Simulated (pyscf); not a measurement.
PySCF, gas phase, ωB97X-D3(BJ)/def2-SVP geometries. MP2 and CC: frozen core, UHF for open shells. ΔMP2 is the change of the MP2 total energy from the triple- to the quadruple-zeta basis.

### Question
PBE/def2-TZVP puts the barrier of H₂O + O=As–OH -> HO–As(OH)–OH (addition across a multiple bond or ene-type step; singlet surface; H–O broken, As–O, H–O formed) at 0.0 kcal/mol and the reaction energy at -27.0 kcal/mol, from the separated reactants. What do B3LYP-D3(BJ)/def2-TZVP, ωB97M-D3(BJ)/def2-TZVP, CCSD(T)/def2-TZVPP + ΔMP2(QZVPP) give on the same structures?

### Answer
B3LYP-D3(BJ): ΔE‡ = 2.5 kcal/mol, ΔE = -29.9 kcal/mol; ωB97M-D3(BJ): ΔE‡ = 1.6 kcal/mol, ΔE = -32.0 kcal/mol; CCSD(T): ΔE‡ = 5.3 kcal/mol, ΔE = -28.8 kcal/mol. PBE's barrier lies under all of them, by 1.7 to 5.3 kcal/mol. Its reaction energy lies over all of them, by 1.9 to 5.1 kcal/mol. On the reactant side the descent ends in a bound adduct, 9.0 kcal/mol under the separated species and 9.8 kcal/mol under the saddle at ωB97X-D3(BJ)/def2-TZVP. At ωB97X-D3(BJ) the barrier from the zero used here is 0.8 kcal/mol. This is the saddle that the search found; another between the same sides may lie lower. The CCSD(T) − MP2 part came from Ansatz, without density fitting, on the same reference. The frozen core leaves the outer d or s,p core shells of the metals and heavy elements correlated in the MP2 and CC values, and def2-TZVPP describes them poorly, which can shift differences by a few kcal/mol. Elements up to Kr have no core potential and no relativistic terms here.
